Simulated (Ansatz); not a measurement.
BiSeBr (Pnma, No. 62; cell taken from a computed entry) was calculated with PBEsol+SOC in Ansatz (plane waves, PAW).

Run with plane-wave cutoff 520 eV, 4×8×4 k mesh (along the axes of the cell as run), Fermi–Dirac smearing 0.01 eV, PAW data made under PBE.

Cell (relaxed with PBEsol):

```
CELL_PARAMETERS angstrom
      8.02204     0.00000     0.00000
      0.00000     4.06814     0.00000
      0.00000     0.00000    10.86727
ATOMIC_POSITIONS crystal
  Bi 0.86908 0.25000 0.13045
  Bi 0.13092 0.75000 0.86955
  Bi 0.63092 0.75000 0.63045
  Bi 0.36908 0.25000 0.36955
  Se 0.30919 0.75000 0.54477
  Se 0.69081 0.25000 0.45523
  Se 0.19081 0.25000 0.04477
  Se 0.80919 0.75000 0.95523
  Br 0.03184 0.75000 0.30176
  Br 0.96816 0.25000 0.69824
  Br 0.46816 0.25000 0.80176
  Br 0.53184 0.75000 0.19824
```

### Question
Give the computed band gap and smallest direct gap on the k points sampled.

### Answer

* **band gap**: 0.86 eV (indirect)
* **smallest direct gap on the k points sampled**: 0.97 eV

Measured, for comparison: band gap 1.5 eV (temperature not stated, the source names no phase, not corrected to a static lattice, literature value quoted in the introduction; as tabulated in Shi et al. (2016), doi:10.1103/physrevb.93.104108). Computed (rounded) less measured: band gap -0.64 eV.

Note: cell and atoms aren't relaxed at this level (largest force component 0.05 eV/Å, pressure 0.3 GPa).

Computed values are for the static lattice.

It cost very roughly 3.0 core-hours of CPU time.

Ansatz is a quantum-chemistry and plane-wave program.
